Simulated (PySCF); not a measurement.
Results of a calculation; reference values are marked as such.
CCl3

CCl3 is a small molecule (built as: C site whose three back bonds go to Cl, Cl, Cl), neutral, doublet. The structure was relaxed in the gas phase by PBE0-D3(BJ)/def2-SVP. No frequency run checks that it is a minimum.

SMILES: Cl[C](Cl)Cl

```csv
atom,x (Å),y (Å),z (Å)
C1,-0.001,-0.007,0.186
Cl2,-0.550,1.588,-0.105
Cl3,-1.108,-1.279,-0.111
Cl4,1.654,-0.329,-0.117
```

EPR values by unrestricted B3LYP, IGLO-III on C Cl.

(1) Predict g and the largest hyperfine couplings. Where does the spin sit?

(2) How do the isotropic couplings move with BHandHLYP?

Results:

(1) g = 2.0000, 2.0144, 2.0144. The spin sits on C1 (75 %, bonded to 3 Cl) by Mulliken populations.
| atom | isotope | isotropic (MHz) | dipolar, principal values (MHz) |
| --- | --- | --- | --- |
| C1 | 13C | 344.1 | -71.5, -71.5, 142.9 |
| Cl2 | 35Cl | 16.6 | -26.8, -17.7, 44.5 |
| Cl4 | 35Cl | 16.6 | -26.8, -17.7, 44.5 |
| Cl3 | 35Cl | 16.6 | -26.8, -17.7, 44.5 |

(2) C1 344.1 to 387.6 MHz, Cl2 16.6 to 18.6 MHz, Cl4 16.6 to 18.6 MHz, Cl3 16.6 to 18.6 MHz.
